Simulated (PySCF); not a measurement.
Method: core-valence-separated Tamm–Dancoff BHandHLYP/aug-pcX-1 (pcseg-1 on H) in PySCF, non-relativistic, gas phase, PBE0-D3(BJ)/def2-SVP geometry. BHandHLYP without relativity tends to put these K edges a few eV too low, so spacings mean more than positions.

Main lines of an unknown, eV (oscillator strength): C K: 282.7 (0.053), 282.8 (0.070), 285.8 (0.014), 285.9 (0.020), 286.2 (0.025); O K: 532.1 (0.019), 533.6 (0.029), 534.3 (0.004), 534.5 (0.004), 535.2 (0.007). Listed: the first five lines at most of each edge with a tenth or more of its strongest line's intensity; roots within 0.03 eV on the same or equivalent atoms are summed. Only the lowest roots were sought, and the top ones are left out.

Question: Which candidate gives them?
A. `C/C=C\CO`
B. `C1CCOC1`

Answer: A. 

- `C/C=C\CO`: C K: 282.7 (0.053), 282.8 (0.070), 285.8 (0.014), 285.9 (0.020), 286.2 (0.025); O K: 532.1 (0.019), 533.6 (0.029), 534.3 (0.004), 534.5 (0.004), 535.2 (0.007). First C line listed at 282.7 eV, hole on the alkene CH carbon (1s→π*); first O line listed at 532.1 eV, hole on the alcohol oxygen.
- `C1CCOC1`: C K: 285.6 (0.029), 286.0 (0.054), 286.7 (0.007), 286.8 (0.045), 287.2 (0.060); O K: 534.0 (0.033), 534.3 (0.004), 534.8 (0.021), 535.2 (0.007). First C line listed at 285.6 eV, hole on the ring CH2 carbon; first O line listed at 534.0 eV, hole on the cyclic ether oxygen.

One conformer each; other structures than these candidates weren't tested.

The values belong to the conformer `[CH3:1]/[CH:2]=[CH:3]\[CH2:4][OH:5]`: C2–C3–C4–O5 -128°, H–O5–C4–C3 56°.
